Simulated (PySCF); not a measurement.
CH4, SMILES C (connectivity only; charge and spin as stated), charge +1, multiplicity 2.

The structure is a stationary point at ωB97X-D3(BJ)/def2-TZVPD. The spin state was assumed, not searched.

Level of theory: B3LYP/def2-TZVPD (PySCF).

Gas-phase values at a fixed geometry.

### Question
Estimate the frontier levels, dipole moment and polarisability. (Estimate from the structure and the level; the computed values follow.)

### Answer

| Quantity | Result |
|---|---|
| α spin, highest occupied and lowest empty level | -18.37 and -6.95 eV |
| β spin, highest occupied and lowest empty level | -20.91 and -14.37 eV |
| dipole moment about the centre of nuclear charge | 0.00 D |
| mean static polarisability | 12.8 bohr³ (1.89 Å³) |
| polarisability, principal values | 10.2, 14.1, 14.1 bohr³ |
| ⟨S²⟩ | 0.752 (pure state 0.75) |
